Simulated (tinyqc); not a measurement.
Worked calculation: Pariser-Parr-Pople SCF with singles CI, for the molecule O=CN=O (SMILES; centres numbered as the heavy atoms are written). Computed by tinyqc, a small Python program that keeps every step. Settings: charge = 0, gamma = MN, start = huckel, damping = 0, iteration cap = 80, excitations kept = 9. Command: `OMP_NUM_THREADS=1 python tinyqc.py 23861 23862 out.jsonl` (the two numbers bound the seeds that draw the settings). One thread of a shared host (Intel(R) Xeon(R) Processor @ 2.60GHz), about 0.01 s of CPU time with the checks. Later iterations appear only in the table of the cycle.

## PPP integrals

Centres (angstrom, eV; a flat drawing with bonds scaled to 1.40 angstrom):
```
centre        x        y  core charge z        W  gamma_rr
1O       1.8480  -0.1270              1  19.1300   14.0000
2C       0.5590   0.4210              1  10.1800   10.1600
3N      -0.5590  -0.4210              1  13.4000   11.0700
4O      -1.8480   0.1270              1  19.1300   14.0000
```

Resonance integrals (eV):
```
i  j     beta
1  2  -2.3700
2  3  -2.4200
3  4  -2.3700
```

Mataga-Nishimoto: gamma = 14.399645/(R + a), a = 2 x 14.399645/(gamma_rr + gamma_ss); H_rr = -W_r - sum_(s != r) z_s gamma_rs; H_rs = beta for bonds.

repulsion gamma_rs (eV), order 1O, 2C, 3N, 4O:
$$\begin{pmatrix}
14.0000 & 5.5540 & 4.0294 & 3.0422 \\
5.5540 & 10.1600 & 5.2246 & 3.9812 \\
4.0294 & 5.2246 & 11.0700 & 5.6482 \\
3.0422 & 3.9812 & 5.6482 & 14.0000
\end{pmatrix}$$

core matrix H (eV), order 1O, 2C, 3N, 4O:
$$\begin{pmatrix}
-31.7556 & -2.3700 & 0.0000 & 0.0000 \\
-2.3700 & -24.9397 & -2.4200 & 0.0000 \\
0.0000 & -2.4200 & -28.3022 & -2.3700 \\
0.0000 & 0.0000 & -2.3700 & -31.8017
\end{pmatrix}$$

## Starting guess

pi electrons, sum of z_r less the charge = 4

Orbitals of the Hueckel matrix of the beta values.

P at the start, order 1O, 2C, 3N, 4O:
$$\begin{pmatrix}
1.0000 & 0.8906 & 0.0000 & -0.4547 \\
0.8906 & 1.0000 & 0.4547 & 0.0000 \\
0.0000 & 0.4547 & 1.0000 & 0.8906 \\
-0.4547 & 0.0000 & 0.8906 & 1.0000
\end{pmatrix}$$

## Iteration 1: Fock matrix

F_rr = H_rr + P_rr gamma_rr / 2 + sum_(s != r) P_ss gamma_rs; F_rs = H_rs - P_rs gamma_rs / 2; E = tr P (H + F) / 2 + core repulsion sum_(r<s) z_r z_s gamma_rs.

F (eV), order 1O, 2C, 3N, 4O:
$$\begin{pmatrix}
-12.1300 & -4.8433 & 0.0000 & 0.6917 \\
-4.8433 & -5.1000 & -3.6078 & 0.0000 \\
0.0000 & -3.6078 & -7.8650 & -4.8853 \\
0.6917 & 0.0000 & -4.8853 & -12.1300
\end{pmatrix}$$

pi energy = -65.4742 eV

## Iteration 1: orbitals and new P

Diagonalise F (the basis is taken as orthonormal) and form P = 2 sum c c over the lowest orbitals.

orbital energies (eV): [-15.8521, -14.6950, -6.0082, -0.6697]

P after iteration 1, order 1O, 2C, 3N, 4O:
$$\begin{pmatrix}
1.5064 & 0.7965 & 0.1561 & -0.2913 \\
0.7965 & 0.4855 & 0.2887 & 0.1325 \\
0.1561 & 0.2887 & 0.6766 & 0.8875 \\
-0.2913 & 0.1325 & 0.8875 & 1.3315
\end{pmatrix}$$

## Iteration 2: Fock matrix

As before.

F (eV), order 1O, 2C, 3N, 4O:
$$\begin{pmatrix}
-11.7374 & -4.5818 & -0.3145 & 0.4431 \\
-4.5818 & -5.2710 & -3.1743 & -0.2637 \\
-0.3145 & -3.1743 & -8.4301 & -4.8765 \\
0.4431 & -0.2637 & -4.8765 & -12.1438
\end{pmatrix}$$

pi energy = -68.0928 eV

## Iteration 2: orbitals and new P

As before.

orbital energies (eV): [-16.1389, -14.0282, -5.9175, -1.4977]

P after iteration 2, order 1O, 2C, 3N, 4O:
$$\begin{pmatrix}
1.5100 & 0.7962 & 0.1617 & -0.2826 \\
0.7962 & 0.4740 & 0.2768 & 0.1132 \\
0.1617 & 0.2768 & 0.6942 & 0.8965 \\
-0.2826 & 0.1132 & 0.8965 & 1.3218
\end{pmatrix}$$

## Iteration 3: Fock matrix

As before.

F (eV), order 1O, 2C, 3N, 4O:
$$\begin{pmatrix}
-11.7348 & -4.5810 & -0.3258 & 0.4299 \\
-4.5810 & -5.2561 & -3.1430 & -0.2252 \\
-0.3258 & -3.1430 & -8.4331 & -4.9019 \\
0.4299 & -0.2252 & -4.9019 & -12.1471
\end{pmatrix}$$

pi energy = -68.1015 eV

## Iteration 3: orbitals and new P

As before.

orbital energies (eV): [-16.1419, -14.0304, -5.8998, -1.4989]

P after iteration 3, order 1O, 2C, 3N, 4O:
$$\begin{pmatrix}
1.5099 & 0.7970 & 0.1635 & -0.2792 \\
0.7970 & 0.4719 & 0.2724 & 0.1076 \\
0.1635 & 0.2724 & 0.6951 & 0.8978 \\
-0.2792 & 0.1076 & 0.8978 & 1.3231
\end{pmatrix}$$

## Convergence

Stop when output and input P, before any damping, agree to 1e-7.

Course of the cycle:
```
iteration      E (eV)  largest |P(out) - P(in)|
1          -65.474192                  5.14e-01
2          -68.092813                  1.93e-02
3          -68.101517                  5.53e-03
4          -68.102117                  1.49e-03
5          -68.102170                  4.85e-04
6          -68.102176                  1.70e-04
7          -68.102177                  6.10e-05
8          -68.102177                  2.27e-05
9          -68.102177                  8.49e-06
10         -68.102177                  3.18e-06
11         -68.102177                  1.19e-06
12         -68.102177                  4.48e-07
13         -68.102177                  1.68e-07
14         -68.102177                  6.33e-08
```

Converged in 14 iterations.

## Converged orbitals

Charges are z - P_rr.

orbital energies (eV): [-16.1366, -14.0362, -5.8928, -1.5050]

coefficients, order 1O, 2C, 3N, 4O:
$$\begin{pmatrix}
0.2932 & 0.8180 & -0.3677 & -0.3313 \\
0.3036 & 0.3788 & 0.3716 & 0.7914 \\
0.5797 & -0.1079 & 0.6518 & -0.4769 \\
0.6970 & -0.4193 & -0.5493 & 0.1913
\end{pmatrix}$$

pi charges: 1O -0.5100, 2C 0.5287, 3N 0.3046, 4O -0.3233

## Singles CI, singlets

Over the 4 single excitations with the smallest orbital gaps: A = (e_a - e_i) delta + 2 (ia|jb) - (ij|ab), with (pq|rs) = sum c_mp c_mq gamma_mn c_nr c_ns. f = 2/3 w |mu|^2 in atomic units, mu = sqrt2 sum c_ia sum_m c_mi c_ma R_m.

singlet CI matrix (eV), order 2>3, 1>3, 2>4, 1>4:
$$\begin{pmatrix}
5.4126 & -0.3525 & 0.3306 & 0.1393 \\
-0.3525 & 7.3708 & 0.3760 & -0.2576 \\
0.3306 & 0.3760 & 8.6108 & 0.0363 \\
0.1393 & -0.2576 & 0.0363 & 10.6096
\end{pmatrix}$$

singlet excitation energies (eV): [5.3030, 7.3340, 8.7313, 10.6355]

oscillator strengths: [0.5294, 0.4392, 0.0652, 0.2008]

## Singles CI, triplets

Over the 4 single excitations with the smallest orbital gaps: A = (e_a - e_i) delta - (ij|ab), with (pq|rs) = sum c_mp c_mq gamma_mn c_nr c_ns.

triplet CI matrix (eV), order 2>3, 1>3, 2>4, 1>4:
$$\begin{pmatrix}
2.3807 & 0.7871 & -1.0952 & -1.2283 \\
0.7871 & 3.0109 & -1.2283 & 1.1919 \\
-1.0952 & -1.2283 & 6.4089 & -0.6501 \\
-1.2283 & 1.1919 & -0.6501 & 8.9366
\end{pmatrix}$$

triplet excitation energies (eV): [1.4402, 2.8107, 6.9861, 9.5000]
